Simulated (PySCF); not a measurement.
LiB: one state, many levels of theory

State: ³Π (triplet), unpaired electrons σ ↑, π ↑. Set-up: Li cc-pVTZ, B cc-pVTZ; no relativity (PySCF 2.14). De refers to Li + B in their high-spin ground configurations, without counterpoise correction. The functionals are run spin-unrestricted. A positive dipole means Li(−)B(+).

```csv
Level,Re (Å),ωe (cm⁻¹),De (eV),μ (D)
UHF,2.135,568,0.77,-6.38
UHF-MP2,2.126,563,1.21,n/a
UHF-SCS-MP2,2.122,566,1.09,n/a
UHF-CCSD,2.128,552,1.16,n/a
UHF-CCSD(T),2.132,547,1.21,n/a
LDA,2.131,533,1.70,-5.30
PBE,2.151,519,1.45,-5.16
PW91,2.147,522,1.48,-5.18
r²SCAN,2.148,535,1.53,-5.71
PBE0,2.132,545,1.37,-5.69
B2PLYP,2.125,551,1.23,-5.98
```

The bond length runs from 2.122 Å (UHF-SCS-MP2) to 2.151 Å (PBE). De spans 0.77 eV (UHF, mean field) to 1.70 eV (LDA, local density). Correlation at CCSD(T) changes the Hartree–Fock bond energy by +0.44 eV; the triples alone change it by +0.05 eV.

Correlated steps freeze 1 core orbital. B2PLYP dipoles, levels and charges come from its SCF part alone. The state was picked by a PBE0 search and need not be the measured ground state.
